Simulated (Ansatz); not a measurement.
Stepwise reaction of `ClBCl` with hydrogen sulfide, as a gas-phase model of exchange steps in deposition or etching. ΔE in kJ/mol; ΔG adds harmonic PBE0-D4 terms to CCSD(T)/CBS, at 1 bar.

Computed with Ansatz on PBE0-D4/def2-TZVP structures; ΔE is electronic, products minus reactants. CCSD(T)/CBS adds triple-zeta CCSD(T) − MP2 to the extrapolated MP2 energy (def2 sets, frozen cores). This one scheme is used for every species. DFT in def2-TZVPP. B3LYP here is the variant with VWN-RPA as its local correlation; programs differ in this. One conformer a species, not always the lowest.

```json
{"step": "2", "reaction": "`SBCl` + H₂S → `SBS` + HCl", "PBE-D4": "3.9", "B3LYP-D4": "7.8", "ωB97M-V": "9.6", "CCSD(T)/CBS": "7.4", "ΔG(400 K)": "13.3"}
```

Task: Give the row of step 1, `ClBCl` + H₂S → `SBCl` + HCl. (An estimate is asked.)

Result: The calculation gave: 
```
step                      reaction  PBE-D4  B3LYP-D4  ωB97M-V  CCSD(T)/CBS  ΔG(400 K)
   1  `ClBCl` + H₂S → `SBCl` + HCl     2.3       6.0      7.5          5.0        9.1
```

Task: By hand: ΔE of the 2 steps together at CCSD(T)/CBS.

Result: (5.0) + (7.4) = 12.4 kJ/mol, or 6.2 kJ/mol a step.

In ΔE the steps differ by no more than 2.4 kJ/mol. ΔG lies between 9.1 and 13.3 kJ/mol a step. PBE-D4 differs from CCSD(T)/CBS by -3.5 to -2.7 kJ/mol a step. Isolated molecules leave out the surface, adducts and barriers. Largest T1 diagnostic: 0.014.
